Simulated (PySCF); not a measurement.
Compound: C₃H₅O₂ (doublet state).
Z-matrix (Å and degrees, GFN2-xTB geometry), rows numbered from 1:
```
C 
C   1  1.4243
O   2  1.2187  1  125.75
O   2  1.3582  1  111.83  3  -179.97
C   4  1.4143  2  115.45  1   179.97
H   1  1.0732  2  119.94  3   179.88
H   1  1.0735  2  119.44  3    -0.00
H   5  1.0870  4  106.44  2   179.98
H   5  1.0930  4  110.37  2   -59.86
H   5  1.0930  4  110.37  2    59.82
```

The hyperfine couplings belong to this conformer and change with its torsions.

Identity: `[CH2]C(=O)OC` [radical].

Method used: PySCF, UKS B3LYP, pcH-1 on C H O, non-relativistic, mean-field spin-orbit, GIAO. The structure is a single GFN2-xTB conformer in the gas phase; no vibrational or solvent corrections. The geometry wasn't refined by DFT: couplings that depend on bond lengths, twists or pyramidal angles can differ widely from those at the functional's own minimum. The SCF solution wasn't tested for stability.

Principal values of hyperfine tensors in MHz (contact and dipolar terms together), for some of the nuclei:

```csv
atom,isotope,A1,A2,A3,alike by the symmetry of this geometry
C1,13C,1.55,2.11,219.23,none
H6,1H,-92.44,-59.57,-21.38,none
C2,13C,-54.15,-41.76,-36.24,none
O3,17O,-71.12,16.68,17.05,none
H9,1H,7.19,7.95,11.48,H10
C5,13C,-2.71,-1.93,-1.69,none
O4,17O,-11.14,6.01,7.50,none
H8,1H,-1.06,-0.94,2.16,none
```

(1) Split each tensor into its isotropic and traceless parts, and turn a_iso into mT with g = 2.0039.

(2) What spin density at the nucleus of C1 lies behind its contact coupling (g_N = 1.40482)?

(3) H7 (1H, g_N = 5.58569) isn't in the table. Its spin density at the nucleus is -0.013 bohr⁻³. What is its contact coupling?

(4) Name the largest traceless tensor T of the table and describe it.

(5) In a single crystal, with the field along each principal axis of the tensor of C2 in turn, what first-order splitting does this nucleus give (isotropic g, quadrupole terms neglected)?

Results:

(1) a_iso is a third of the trace, T = A − a_iso, and a(mT) = a(MHz)/(g × 13.996).

```json
{"atom": "C1", "a_iso (MHz)": "74.29", "a_iso (mT)": "2.649", "T1": "-72.75", "T2": "-72.19", "T3": "144.93"}
{"atom": "H6", "a_iso (MHz)": "-57.79", "a_iso (mT)": "-2.061", "T1": "-34.64", "T2": "-1.77", "T3": "36.42"}
{"atom": "C2", "a_iso (MHz)": "-44.05", "a_iso (mT)": "-1.571", "T1": "-10.10", "T2": "2.29", "T3": "7.81"}
{"atom": "O3", "a_iso (MHz)": "-12.46", "a_iso (mT)": "-0.444", "T1": "-58.66", "T2": "29.14", "T3": "29.52"}
{"atom": "H9", "a_iso (MHz)": "8.87", "a_iso (mT)": "0.316", "T1": "-1.68", "T2": "-0.93", "T3": "2.61"}
{"atom": "C5", "a_iso (MHz)": "-2.11", "a_iso (mT)": "-0.075", "T1": "-0.60", "T2": "0.18", "T3": "0.42"}
{"atom": "O4", "a_iso (MHz)": "0.79", "a_iso (mT)": "0.028", "T1": "-11.93", "T2": "5.22", "T3": "6.71"}
{"atom": "H8", "a_iso (MHz)": "0.06", "a_iso (mT)": "0.002", "T1": "-1.11", "T2": "-0.99", "T3": "2.10"}
```

(2) a_FC = 800.24 MHz bohr³ × g_N × ρ(0)/(2S). With a_FC = 74.29 MHz and 2S = 1, ρ(0) = 0.06609 bohr⁻³.

(3) By the same relation, a_FC = -58.1 MHz. Its full tensor has the principal values -92.01, -60.09, -22.30 MHz.

(4) C1: -72.7, -72.2, 144.9 MHz, axial, in the ratio −1:−1:+2, the form that spin in one p orbital centred on that nucleus gives.

(5) 2 lines (I = 1/2), spaced by |A_i|/(g × 13.996): 1.93, 1.49, 1.29 mT along the axes of A1, A2 and A3.
